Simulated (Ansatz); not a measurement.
## Strength of the O–C bond: C2H5FO → CH3O + CH2F

Species: C2H5FO (methoxymethyl fluoride) `COCF`, singlet; CH3O `C[O]`, doublet; CH2F `[CH2]F`, doublet. 

Shapes, held fixed at every level: PBE0-D4/def2-TZVP. Flexible molecules stand in one conformer, not always the lowest. Programs: Ansatz 0.2.0. The zero-point and thermal change to 298 K, harmonic and unscaled (PBE0-D4/def2-TZVP), is -26.4 kJ/mol.

**Question.** Estimate ΔH(298 K) of this reaction.

**Answer.** The highest level, CCSD(T)/CBS estimate, gives ΔH(298 K) = +398.0 kJ/mol; the levels span +252.9 to +424.4. The column of differences is taken from that level and isn't an error. Hartree–Fock misses the correlation of the pair that is broken and comes out low. No measured value is set beside it here. Open shells run unrestricted unless RO is named. The CBS estimate extrapolates MP2 from def2-TZVPP and def2-QZVPP and adds CCSD(T) − MP2 in the triple-zeta set, cores frozen. Times are processor times on shared x86 and Arm servers, and rough.

```
                level                   kind  ΔH(298 K) (kJ/mol)  less CCSD(T)/CBS estimate  CPU time (sum over the molecules)
          HF/def2-SVP           Hartree–Fock              +252.9                     -145.1                                  –
    PBE-D4/def2-TZVPP                    GGA              +375.6                      -22.4                               11 s
  B3LYP-D4/def2-TZVPP          global hybrid              +362.0                      -36.0                               15 s
  BHLYP-D4/def2-TZVPP          global hybrid              +350.8                      -47.2                               13 s
r2SCAN0-D4/def2-TZVPP          global hybrid              +351.7                      -46.3                               25 s
       MP2/def2-TZVPP    perturbation theory              +424.4                      +26.4                                  –
   CCSD(T)/def2-TZVPP  coupled cluster or CI              +387.1                      -10.9                            3.2 min
 CCSD(T)/CBS estimate  coupled cluster or CI              +398.0                        0.0                            5.2 min
```
